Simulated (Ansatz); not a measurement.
**AlF3: a ladder of functionals and wavefunction methods**

One table from this session's results is given with a row withheld; the runs are named, their logs left out.

Method: functionals in def2-TZVPP, the program's frozen cores in correlated methods; program: Ansatz 0.2.0, Gaussian basis.

The runs, in order: LDA (SPW92), PBE-D4, revPBE-D4, BLYP-D4, r2SCAN-D4, B97M-V, PBE0-D4, B3LYP-D4, r2SCANh-D4, r2SCAN0-D4, HSE06-D4, BHLYP-D4, CAM-B3LYP-D4, LC-ωPBE, ωB97X-V, ωB97M-V, B2PLYP, PBE-QIDH; CCSD(T)/def2-SVP; CCSD(T)/def2-TZVPP; CCSD(T)/def2-QZVPP; extrapolation to the limit; RPA on PBE.

### The relaxed structure

All runs share one geometry, relaxed beforehand with PBE0-D4 in a triple-zeta def2 set.

4 atoms, charge 0, spin multiplicity 1.

Atoms are counted from 1 here; the program's logs count them from 0.

Bond lengths: F1–Al2 1.629 Å, Al2–F3 1.629 Å, Al2–F4 1.629 Å. Angles: F1–Al2–F3 120.0°, F1–Al2–F4 120.0°, F3–Al2–F4 120.0°.

As a file:

```xyz
4
charge 0, multiplicity 1
F     0.86574   -0.75346    1.17058
Al    0.01382   -0.01511   -0.00509
F    -1.43894   -0.60230   -0.44984
F     0.61488    1.31067   -0.73595
```

The first run:

Input file in.yaml:

```yaml
crystal:
  periodic: [false, false, false]
  atoms:
    - {symbol: F, position_ang: [0.865736, -0.753462, 1.170578]}
    - {symbol: Al, position_ang: [0.013822, -0.015109, -0.005086]}
    - {symbol: F, position_ang: [-1.438935, -0.602300, -0.449836]}
    - {symbol: F, position_ang: [0.614877, 1.310671, -0.735954]}
basis:
  gaussian: {orbitals: def2-TZVPP}
hamiltonian: {xc: lda}
output: {orbitals: {seedname: orbitals}}
```

Started as:

```bash
> ansatz run in.yaml --threads 4 --pin off --events-out ev --progress --plain --max-ram 10444MiB
```

Among the steps run: LDA; PBE-D4 (GGA); revPBE-D4 (GGA); BLYP-D4 (GGA); r2SCAN-D4 (meta-GGA); B97M-V (meta-GGA); B3LYP-D4 (hybrid); r2SCANh-D4 (hybrid); r2SCAN0-D4 (hybrid); HSE06-D4 (hybrid); BHLYP-D4 (hybrid); CAM-B3LYP-D4 (range-separated); LC-ωPBE (range-separated); ωB97X-V (range-separated); ωB97M-V (range-separated); B2PLYP (double hybrid); PBE-QIDH (double hybrid).

One of the session's tables, all rows but one given; the rest of the session is left out.

It belongs to the step «Frontier levels by functional». 

| functional | HOMO (eV) | LUMO (eV) | gap (eV) |
| --- | --- | --- | --- |
| LDA (SPW92) | -9.91 | -2.70 | 7.20 |
| PBE-D4 | -9.62 | -2.39 | 7.23 |
| revPBE-D4 | -9.52 | -2.22 | 7.30 |
| BLYP-D4 | -9.57 | -2.42 | 7.15 |
| r2SCAN-D4 | -10.13 | -1.86 | 8.27 |
| B97M-V | -10.23 | -2.22 | 8.00 |
| PBE0-D4 | -11.72 | -1.49 | 10.23 |
| B3LYP-D4 | -11.42 | -1.89 | 9.53 |
| r2SCANh-D4 | -10.91 | -1.58 | 9.33 |
| r2SCAN0-D4 | -12.10 | -1.17 | 10.93 |
| HSE06-D4 | -11.31 | -1.87 | 9.44 |
| BHLYP-D4 | -13.82 | -0.84 | 12.98 |
| CAM-B3LYP-D4 | -13.33 | -0.71 | 12.62 |
| LC-ωPBE | -14.60 | 0.73 | 15.33 |
| ωB97X-V | -14.28 | 0.52 | 14.80 |
| ωB97M-V | ? | ? | ? |

**Question.** Estimate the row for ωB97M-V.

**Answer.** HOMO (eV): -14.26; LUMO (eV): 0.14; gap (eV): 14.39. In the column «HOMO (eV)» it lies between ωB97X-V (-14.28) and BHLYP-D4 (-13.82).
